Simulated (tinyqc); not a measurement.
Inside a calculation. Method: Hueckel theory of the pi electrons with the omega technique, for the molecule C=NC=C([CH2+])N (SMILES; centres numbered as the heavy atoms are written). One step of it, computed by the program tinyqc.

Task: Orbitals, round 1. Diagonalise; E = alpha + x beta with beta < 0, so the largest x are filled first; degenerate levels share their electrons. P = sum n_i c_ri c_si; each orbital has its largest coefficient positive (the first on a tie).

Hueckel matrix in units of beta (H = alpha + beta A), order 1C, 2N, 3C, 4C, 5C, 6N:
$$\begin{pmatrix}
0.000000 & 1.000000 & 0.000000 & 0.000000 & 0.000000 & 0.000000 \\
1.000000 & 0.500000 & 1.000000 & 0.000000 & 0.000000 & 0.000000 \\
0.000000 & 1.000000 & 0.000000 & 1.000000 & 0.000000 & 0.000000 \\
0.000000 & 0.000000 & 1.000000 & 0.000000 & 1.000000 & 0.800000 \\
0.000000 & 0.000000 & 0.000000 & 1.000000 & 0.000000 & 0.000000 \\
0.000000 & 0.000000 & 0.000000 & 0.800000 & 0.000000 & 1.500000
\end{pmatrix}$$

pi electrons, sum of z_r less the charge = 6

Give: x values; occupations; coefficients; charge and bond-order matrix P.

Result:

x values: [2.1675, 1.6358, 0.8152, 0.0000, -0.9130, -1.7054]

occupations: [2.0000, 2.0000, 2.0000, 0.0000, 0.0000, 0.0000]

coefficients, order 1C, 2N, 3C, 4C, 5C, 6N:
$$\begin{pmatrix}
0.1491 & 0.3964 & -0.3158 & 0.5774 & 0.5884 & -0.2032 \\
0.3232 & 0.6485 & -0.2574 & 0.0000 & -0.5372 & 0.3466 \\
0.3899 & 0.3401 & 0.2346 & -0.5774 & 0.1707 & -0.5611 \\
0.5218 & -0.0922 & 0.4487 & 0.0000 & 0.3814 & 0.6103 \\
0.2407 & -0.0564 & 0.5504 & 0.5774 & -0.4178 & -0.3579 \\
0.6254 & -0.5431 & -0.5241 & 0.0000 & -0.1265 & -0.1523
\end{pmatrix}$$

charge and bond-order matrix P, order 1C, 2N, 3C, 4C, 5C, 6N:
$$\begin{pmatrix}
0.5582 & 0.7731 & 0.2377 & -0.2008 & -0.3205 & 0.0869 \\
0.7731 & 1.1825 & 0.5723 & -0.0132 & -0.2008 & -0.0303 \\
0.2377 & 0.5723 & 0.6454 & 0.5547 & 0.4077 & -0.1278 \\
-0.2008 & -0.0132 & 0.5547 & 0.9641 & 0.7555 & 0.2824 \\
-0.3205 & -0.2008 & 0.4077 & 0.7555 & 0.7282 & -0.2147 \\
0.0869 & -0.0303 & -0.1278 & 0.2824 & -0.2147 & 1.9216
\end{pmatrix}$$
